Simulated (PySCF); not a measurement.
# CCSDT/STO-6G run of SiH4S (Si(SH)H3)

Aim: the energy change on altering one bond length of SiH4S (Si(SH)H3) at CCSDT/STO-6G, from 2 runs. 

The calculation is run with PySCF 2.14.0.

6 further runs of the same task are left out: 6 set aside as unsound or not needed.

## 1. The structure to begin with

SiH4S has 6 atoms, charge 0, and is taken as a singlet. As SMILES, `[H][Si]([H])([H])S`. The shape is that of a GFN2-xTB optimisation.

Bond lengths: Si1–S2 2.147 Å, S2–H3 1.325 Å, Si1–H4 1.452 Å, Si1–H5 1.457 Å, Si1–H6 1.458 Å. Angles: Si1–S2–H3 97.0°, S2–Si1–H4 103.2°, S2–Si1–H5 107.7°, S2–Si1–H6 107.7°, H4–Si1–H5 113.2°, H4–Si1–H6 113.1°, H5–Si1–H6 111.3°.

## 2. A single-point energy at CCSDT/STO-6G

Contents of input.py:

```python
from pyscf import gto, scf, cc

mol = gto.Mole()
mol.atom = '''
Si     0.201210    -0.014540    -0.544580
S      0.253720     0.019820     1.601470
H     -1.056810     0.059910     1.795240
H      1.606010    -0.020690    -0.909950
H     -0.503230     1.180600    -0.990160
H     -0.500900    -1.225100    -0.952020
'''
mol.basis = 'sto-6g'
mol.charge = 0
mol.verbose = 3
mol.max_memory = 1860
mol.spin = 0
mol.build()

hf = scf.RHF(mol)
hf.conv_tol = 1e-10
hf.kernel()
if not hf.converged:
    hf = hf.newton().run(hf.mo_coeff, hf.mo_occ)

mycc = cc.CCSDT(hf, frozen=10)
mycc.kernel()
energy = mycc.e_tot
print('E(%s) = %.9f' % ('CCSDT', energy))
```

The run is started by

```sh
$ OMP_NUM_THREADS=1 python input.py
```

Output:

```text
converged SCF energy = -686.403033940263
_make_eris_incore_RCCSDT

WARN: A large `blksize` is being used, which may cause large memory consumption
      for storing contraction intermediates. If memory is sufficient, consider using
      `pyscf.cc.rccsdt_highm.RCCSDT` instead.

RCCSDT converged
E(RCCSDT) = -686.4947742708641   E_corr = -0.09174033060148509
E_corr(same-spin) = -0.00234822842275751
E_corr(oppo-spin) = -0.0893921021787276
E(CCSDT) = -686.494774271
```

Wall time 1.2 s (1 thread of Intel Xeon 6975P-C (Granite Rapids), shared host); peak memory 0.1 GiB.

## 3. The distorted shape at the same level

Contents of job.py:

```python
from pyscf import gto, scf, cc

mol = gto.Mole()
mol.atom = '''
Si    -1.743537    -0.018179    -0.476742
S     -1.644307     0.046752     3.578705
H     -4.120850     0.122511     3.944877
H      3.034919    -0.039098    -1.719556
H     -3.074736     2.240308    -1.318766
H     -3.070333    -2.305806    -1.246692
'''
mol.verbose = 3
mol.charge = 0
mol.spin = 0
mol.max_memory = 1860
mol.basis = 'sto-6g'
mol.unit = 'bohr'
mol.build()

mf = scf.RHF(mol)
mf.conv_tol = 1e-10
mf.kernel()
if not mf.converged:
    mf = mf.newton().run(mf.mo_coeff, mf.mo_occ)

mycc = cc.CCSDT(mf, frozen=10)
mycc.kernel()
energy = mycc.e_tot
print('E = %.10f Eh' % energy)
```

The run is started by

```sh
$ OMP_NUM_THREADS=1 python job.py
```

Output:

```text
converged SCF energy = -686.162275564658
_make_eris_incore_RCCSDT

WARN: A large `blksize` is being used, which may cause large memory consumption
      for storing contraction intermediates. If memory is sufficient, consider using
      `pyscf.cc.rccsdt_highm.RCCSDT` instead.

RCCSDT converged
E(RCCSDT) = -686.3395395392341   E_corr = -0.1772639745757421
E_corr(same-spin) = -0.00252998961221939
E_corr(oppo-spin) = -0.174733984963523
E = -686.3395395392 Eh
```

Run time: 1.5 s. Hardware: 1 thread of Intel Xeon 6975P-C (Granite Rapids), shared host; peak memory 0.1 GiB.

## 4. What came out

At CCSDT/STO-6G, 10 core orbitals frozen:

| quantity | value |
| --- | --- |
| first shape: total energy | -686.49477 Eh |
| first shape: dipole moment (Hartree–Fock density) | 1.52 D |
| first shape: HOMO energy (Hartree–Fock orbitals) | -6.97 eV |
| first shape: LUMO energy (Hartree–Fock orbitals) | 11.17 eV |
| first shape: HOMO–LUMO gap (Hartree–Fock orbitals) | 18.14 eV |
| first shape: correlation energy (10 core orbitals frozen) | -91.7 mEh |
| first shape: T1 diagnostic | 0.005 |
| distorted shape: total energy | -686.33954 Eh |
| distorted shape: dipole moment (Hartree–Fock density) | 1.99 D |
| distorted shape: HOMO energy (Hartree–Fock orbitals) | -6.32 eV |
| distorted shape: LUMO energy (Hartree–Fock orbitals) | 3.72 eV |
| distorted shape: HOMO–LUMO gap (Hartree–Fock orbitals) | 10.04 eV |
| distorted shape: correlation energy (10 core orbitals frozen) | -177.3 mEh |
| distorted shape: T1 diagnostic | 0.017 |
| energy change with the Si1–H4 bond stretched from 1.452 to 2.613 Å | 4.224 eV |

What this shows: With the Si1–H4 bond stretched from 1.452 to 2.613 Å the energy rises by 4.22 eV (97 kcal/mol). The first shape isn't relaxed at this level, so the change isn't measured from a minimum. The minimal basis adds a large error of its own.
